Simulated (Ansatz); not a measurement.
C2H5O (`[CH2]OC`) radical. The species carries charge 0 and has multiplicity 2.

```
atom   x (Å)   y (Å)   z (Å)
  C1   0.011  -0.464   1.229
  O2  -0.767  -0.037   0.217
  C3  -0.073   0.272  -0.970
  H4   1.062  -0.190   1.228
  H5  -0.525  -0.654   2.147
  H6   0.681   1.048  -0.789
  H7  -0.806   0.643  -1.685
  H8   0.418  -0.617  -1.377
```

(1) What are the harmonic wavenumbers in cm⁻¹ at PBE0-D4/def2-TZVP (Ansatz, finite differences of forces, unscaled)? (An estimate is asked.)

(2) Is this a minimum?

(3) Give the ideal-gas thermochemistry at 298.15 K and 1 bar (rigid rotor, harmonic oscillator; point group C1, symmetry number 1).

(4) And at 400, 500, 600, 800 and 1000 K?

(5) Rotational constants (cm⁻¹)?

Answers

(1) Computed: 165, 293, 430, 547, 995, 1139, 1172, 1257, 1316, 1453, 1482, 1492, 1501, 3018, 3082, 3131, 3154, 3281.

(2) Yes, all 18 modes are real.

(3) Zero-point energy 172.9 kJ/mol; H(298) − E = 187.1 kJ/mol; entropy 276.7 J/(mol·K), of which translation 156.3, rotation 90.9, vibration 23.7, electronic 5.8; G(298) − E = 104.6 kJ/mol.

(4) 
```tsv
T (K)	H − E (kJ/mol)	S (J/mol/K)	G − E (kJ/mol)
400	194.4	297.6	75.4
500	202.8	316.3	44.7
600	212.4	333.6	12.2
800	234.3	365.1	-57.8
1000	259.3	392.9	-133.6
```

(5) 1.59, 0.3615, 0.3132.
